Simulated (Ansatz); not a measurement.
Rock-salt BaS was calculated with r²SCAN+rVV10 in Ansatz (plane waves, PAW).

Settings: plane-wave cutoff 560 eV, 10×10×10 k mesh, Fermi–Dirac smearing 0.01 eV, scalar-relativistic PAW data made under PBE.

The volume scan:

| V (Å³/atom) | E − E_lowest (meV/atom) | P (GPa) |
|---|---|---|
| 30.681 | 19.12 | 3.31 |
| 31.334 | 8.18 | 2.08 |
| 31.987 | 1.97 | 0.98 |
| 32.640 | 0.00 | 0.00 |
| 33.292 | 1.83 | -0.88 |
| 33.945 | 7.08 | -1.68 |
| 34.598 | 15.38 | -2.39 |

**Question.** Estimate the bulk modulus from the pressures at 31.987 and 33.292 Å³/atom, and compare it with a fit to all energies.

**Answer.** B = −V dP/dV. Between V = 31.987 and 33.292 Å³/atom, dP/dV = (-0.88 − (0.98))/(33.292 − 31.987) = -1.43 GPa per Å³/atom; at the midpoint 32.639 Å³/atom this gives B ≈ 46.5 GPa. The third-order Birch–Murnaghan fit gives V0 = 32.640 Å³/atom, B0 = 46.6 GPa, B′ = 4.4, which lies within 1 % of that estimate.

Measured, for comparison: equilibrium volume per atom 32.60 Å³/atom (room temperature, not corrected to a static lattice; as tabulated in Lucero et al. (2012), arXiv:1111.4515). Computed (rounded) less measured: equilibrium volume per atom +0.1 %.

Spin–orbit coupling is not included.

Computed values are for the static lattice.

Ansatz is a first-principles code.
